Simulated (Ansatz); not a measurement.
# Relative stability

The two ends of one reaction step of SiH6SO, closed shell (PBE0-D4/def2-TZVP).

A:

Si1  (-1.203, -0.085, 0.945)
O2  (0.385, 0.344, 0.768)
H3  (-1.508, -0.955, -0.212)
H4  (-2.089, 1.110, 0.942)
H5  (-1.418, -0.824, 2.218)
H6  (1.288, 0.286, -1.209)
S7  (1.687, 0.246, -2.495)
H8  (0.776, 0.909, 1.437)
H9  (2.084, -1.031, -2.395)
(Å)

B:

```xyz
9
angstrom
Si -1.2369 -0.3589 -0.2917
O 1.5257 0.7642 1.5111
H -2.3291 -1.0401 -1.0318
H -1.6615 1.0057 0.0941
H -0.8593 -1.1652 0.8908
H 1.5531 0.5263 0.5759
S 0.4543 -0.0547 -1.5881
H 1.8018 1.6825 1.5428
H 0.7517 -1.3600 -1.7031
```

Program: Ansatz 0.2.0. Basis: def2-TZVPP. Cores are frozen in the correlated methods. B3LYP uses VWN-RPA correlation.

Question: Which structure is lower at CCSD(T), and by how much? (Judge from chemistry; the value comes from the calculation.)

Answer: Computed: A, by 0.293 eV (electronic energy, against the other). By their contacts, A is a complex of SiH₄O ([OH][SiH3]) + H₂S and B is a complex of SiH₄S ([SiH3][SH]) + H₂O.

All methods give the same order:

```csv
method,E(B) − E(A) (eV)
SPW92,0.167
PBE-D4,0.138
BLYP-D4,0.269
r2SCAN-D4,0.235
B97M-V,0.283
PBE0-D4,0.169
B3LYP-D4,0.290
r2SCAN0-D4,0.241
BHLYP-D4,0.334
CAM-B3LYP-D4,0.353
wB97X-V,0.273
wB97M-V,0.265
B2PLYP,0.327
PBE-QIDH,0.234
RPA on PBE,0.330
HF,0.463
MP2,0.276
CCSD,0.323
CCSD(T),0.293
```

The T1 diagnostic stays at or below 0.011.

Labels in which every atom is bracketed show which atoms are joined, not bond orders.

For scale, one of the runs: CCSD(T)/def2-TZVPP, 199 basis functions, launched by `ansatz run in.yaml --threads 2 --pin off --events-out ev --progress --plain --max-ram 4352MiB`. Time: 51 s of wall clock on 2 CPU threads of an Arm Neoverse V2; the host was shared. Peak host memory: 2.2 GiB.
